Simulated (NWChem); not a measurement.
Molecule: pyrazine (C$_{4}$H$_{4}$N$_{2}$); SMILES c1nccnc1

Results from NWChem. Pople sets run with spherical d functions. Each level has its own optimisation; frequencies are unscaled.

```json
[
 {"level": "Hartree-Fock/STO-3G", "r C–C (Å)": "1.390", "r C–N (Å)": "1.353", "r C–H (Å)": "1.086", "highest harmonic frequency (cm⁻¹)": "(withheld)", "lowest (cm⁻¹)": "443", "zero-point energy (kcal/mol)": "(withheld)"},
 {"level": "Hartree-Fock/3-21G", "r C–C (Å)": "1.381", "r C–N (Å)": "1.331", "r C–H (Å)": "1.069", "highest harmonic frequency (cm⁻¹)": "3417", "lowest (cm⁻¹)": "443", "zero-point energy (kcal/mol)": "52.2"},
 {"level": "Hartree-Fock/6-31G*", "r C–C (Å)": "1.386", "r C–N (Å)": "1.319", "r C–H (Å)": "1.075", "highest harmonic frequency (cm⁻¹)": "3400", "lowest (cm⁻¹)": "427", "zero-point energy (kcal/mol)": "52.1"},
 {"level": "B3LYP/6-31G*", "r C–C (Å)": "1.397", "r C–N (Å)": "1.338", "r C–H (Å)": "1.088", "highest harmonic frequency (cm⁻¹)": "3198", "lowest (cm⁻¹)": "352", "zero-point energy (kcal/mol)": "48.4"},
 {"level": "LDA (Slater exchange, VWN5)/def2-SVP", "r C–C (Å)": "1.397", "r C–N (Å)": "1.329", "r C–H (Å)": "1.108", "highest harmonic frequency (cm⁻¹)": "3080", "lowest (cm⁻¹)": "301", "zero-point energy (kcal/mol)": "47.0"},
 {"level": "PBE/def2-SVP", "r C–C (Å)": "1.407", "r C–N (Å)": "1.342", "r C–H (Å)": "1.105", "highest harmonic frequency (cm⁻¹)": "3094", "lowest (cm⁻¹)": "309", "zero-point energy (kcal/mol)": "46.8"},
 {"level": "BLYP/def2-SVP", "r C–C (Å)": "1.411", "r C–N (Å)": "1.347", "r C–H (Å)": "1.104", "highest harmonic frequency (cm⁻¹)": "3077", "lowest (cm⁻¹)": "321", "zero-point energy (kcal/mol)": "46.6"},
 {"level": "PBE0/def2-SVP", "r C–C (Å)": "1.397", "r C–N (Å)": "1.329", "r C–H (Å)": "1.096", "highest harmonic frequency (cm⁻¹)": "3201", "lowest (cm⁻¹)": "350", "zero-point energy (kcal/mol)": "48.7"}
]
```

Fill in the missing entries.


- Hartree-Fock/STO-3G, highest harmonic frequency (cm⁻¹): 3730
- Hartree-Fock/STO-3G, zero-point energy (kcal/mol): 54.7
